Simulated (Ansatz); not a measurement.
Ansatz (a program for electronic structure) input (PBE/def2-TZVP):

Ansatz 0.2 input:
```yaml
crystal:
  periodic: [false, false, false]
  atoms:
    - {symbol: C, position_ang: [-0.00000000, -0.00000000, -0.16050164]}
    - {symbol: H, position_ang: [0.00000000, 0.00000000, 0.96300985]}
basis:
  gaussian:
    orbitals: def2-TZVP
hamiltonian:
  xc: {name: PBE}
magnetization: {spin_polarized: true, initial_magnetization: 1}
relax: {f_tol: 0.003, max_steps: 100}
```

Output:

```
Functional definition: PBE
integrals: 0.00 GiB planned
224 factors; their error is unknown
mean field: 0.07 GiB planned
mean field evaluation 1: about -1044.9598 eV, gradient 1.1e1 eV
mean field evaluation 2: about -1044.9532 eV, gradient 1.1e1 eV
mean field evaluation 4: about -1045.7430 eV, gradient 2.0e-1 eV
mean field evaluation 8: about -1045.7326 eV, gradient 3.0e-3 eV
mean field evaluation 16: about -1045.7328 eV, gradient 4.9e-1 eV
mean field evaluation 32: about -1045.7326 eV, gradient 2.1e-3 eV
mean field -1045.73735616 eV, -38.4301390125 hartree, gradient 2.0e-5 eV, S^2 0.848000; 6 other end points of the search recorded, 0 dependent functions left out
the calculation of the forces begins
reference -1045.73738395 eV, -38.4301400340 hartree; 4, 3 occupied and 33, 34 virtual orbitals, 224 factors
relax step   1: F+E_penalty+E_count = -1045.73735616 eV  Δ(F+E_penalty+E_count) = +0.000e0 eV  max|allowed force component| = 3.169e-1 eV/Å  Δτ_max = 0.0000 Å  (120 SCF iters, accepted)
these checks for a lower state are left out or cut short: starts, cluster_reference, orbital_swaps, neighbouring_geometries, increment
integrals: 0.00 GiB planned
224 factors; their error is unknown
mean field: 0.07 GiB planned
mean field -1045.73897922 eV, -38.4301986588 hartree, gradient 9.1e-6 eV, S^2 0.843592; 0 other end points of the search recorded, 0 dependent functions left out
the calculation of the forces begins
reference -1045.73900702 eV, -38.4301996806 hartree; 4, 3 occupied and 33, 34 virtual orbitals, 224 factors
relax step   2: F+E_penalty+E_count = -1045.73897922 eV  Δ(F+E_penalty+E_count) = -1.623e-3 eV  max|allowed force component| = 1.161e-1 eV/Å  Δτ_max = 0.0038 Å  (40 SCF iters, accepted)
these checks for a lower state are left out or cut short: starts, cluster_reference, orbital_swaps, neighbouring_geometries, increment
integrals: 0.00 GiB planned
224 factors; their error is unknown
mean field: 0.07 GiB planned
mean field evaluation 64: about -1045.7391 eV, gradient 1.7e-1 eV
mean field -1045.73923954 eV, -38.4302082255 hartree, gradient 7.9e-6 eV, S^2 0.841010; 0 other end points of the search recorded, 0 dependent functions left out
the calculation of the forces begins
reference -1045.73926734 eV, -38.4302092474 hartree; 4, 3 occupied and 33, 34 virtual orbitals, 224 factors
relax step   3: F+E_penalty+E_count = -1045.73923954 eV  Δ(F+E_penalty+E_count) = -2.603e-4 eV  max|allowed force component| = 2.627e-3 eV/Å  Δτ_max = 0.0022 Å  (50 SCF iters, accepted)
integrals: 0.00 GiB planned
224 factors; their error is unknown
mean field: 0.07 GiB planned
mean field evaluation 96: about -1045.7342 eV, gradient 4.8e-1 eV
mean field evaluation 128: about -1045.6106 eV, gradient 4.6e0 eV
mean field -1045.73923954 eV, -38.4302082255 hartree, gradient 1.4e-5 eV, S^2 0.841010; 7 other end points of the search recorded, 0 dependent functions left out
the calculation of the forces begins
reference -1045.73926734 eV, -38.4302092474 hartree; 4, 3 occupied and 33, 34 virtual orbitals, 224 factors
Total energy: -1045.73926734 eV, -38.4302092474 hartree
Atom 0 at    -0.000000     0.000000    -0.166466 Å, force     0.000001    -0.000000    -0.002626 eV/Å
Atom 1 at     0.000000    -0.000000     0.968974 Å, force    -0.000001     0.000000     0.002626 eV/Å
Dipole moment:     0.006982    -0.000000     0.292721 e Å
```
